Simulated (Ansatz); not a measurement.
# C3H5F2 radical: small, medium and large basis sets

One table from this session's results is given with a row withheld; the runs are named, their logs left out.

Computed with Ansatz 0.2.0, Gaussian basis. Level: one geometry, several basis sets.

Levels to be run: PBE0-D4/def2-SVP; ωB97M-V/def2-SVP; PBE0-D4/def2-QZVPP; ωB97M-V/def2-QZVPP; the functionals' def2-TZVPP values are taken from earlier runs.

## The geometry

An earlier PBE0-D4 in a triple-zeta def2 set relaxation fixed the geometry.

SMILES `[CH2]CC(F)F`, 10 atoms, charge 0, spin multiplicity 2.

Atoms are counted from 1 here; the program's logs count them from 0.

Bond lengths: C1–C2 1.480 Å, C1–H6 1.081 Å, C1–H7 1.082 Å, C2–C3 1.508 Å, C2–H8 1.102 Å, C2–H9 1.093 Å, C3–F4 1.360 Å, C3–F5 1.359 Å, C3–H10 1.095 Å. Angles: C2–C1–H6 120.7°, C2–C1–H7 120.3°, H6–C1–H7 118.5°, C1–C2–C3 113.0°, C1–C2–H8 111.5°, C1–C2–H9 111.4°, C3–C2–H8 106.2°, C3–C2–H9 107.9°, H8–C2–H9 106.5°, C2–C3–F4 110.3°, C2–C3–F5 110.0°, C2–C3–H10 113.6°, F4–C3–F5 107.1°, F4–C3–H10 107.6°, F5–C3–H10 108.0°.

Set-up of the first run:

The input, in.yaml:

```yaml
crystal:
  periodic: [false, false, false]
  atoms:
    - {symbol: C, position_ang: [-1.294743, 0.574663, -0.045762]}
    - {symbol: C, position_ang: [-0.004522, 0.178107, 0.561395]}
    - {symbol: C, position_ang: [0.943585, -0.450573, -0.428792]}
    - {symbol: F, position_ang: [0.400223, -1.583815, -0.947926]}
    - {symbol: F, position_ang: [2.095679, -0.809918, 0.195360]}
    - {symbol: H, position_ang: [-1.841357, 1.428540, 0.329547]}
    - {symbol: H, position_ang: [-1.774806, -0.065747, -0.774041]}
    - {symbol: H, position_ang: [-0.146920, -0.562658, 1.364401]}
    - {symbol: H, position_ang: [0.502873, 1.034043, 1.014374]}
    - {symbol: H, position_ang: [1.203189, 0.206155, -1.265457]}
basis:
  gaussian: {orbitals: def2-SVP}
magnetization: {spin_polarized: true, initial_magnetization: 1}
hamiltonian: {xc: pbe0, dispersion: d4}
output: {orbitals: {seedname: orbitals}}
```

Run with:

```
> ansatz run in.yaml --threads 4 --pin off --events-out ev --progress --plain --max-ram 10444MiB
```

Among the steps run: PBE0-D4 in def2-SVP; ωB97M-V in def2-SVP; PBE0-D4 in def2-QZVPP; ωB97M-V in def2-QZVPP.

One table of the session follows, with a row left open; its other results are not shown here.

It belongs to the step «Functionals by basis». 

```
functional       basis  HOMO (eV)  LUMO (eV)
   PBE0-D4    def2-SVP      -6.50      -1.41
   PBE0-D4  def2-TZVPP      -6.56      -1.67
   PBE0-D4  def2-QZVPP      -6.59      -1.73
   ωB97M-V    def2-SVP      -8.56       0.56
   ωB97M-V  def2-TZVPP          ?          ?
   ωB97M-V  def2-QZVPP      -8.65       0.02
```

**Question.** Estimate the row for ωB97M-V, def2-TZVPP.

As computed: HOMO (eV): -8.63; LUMO (eV): 0.14. In the column «HOMO (eV)» it lies between ωB97M-V, def2-QZVPP (-8.65) and ωB97M-V, def2-SVP (-8.56).
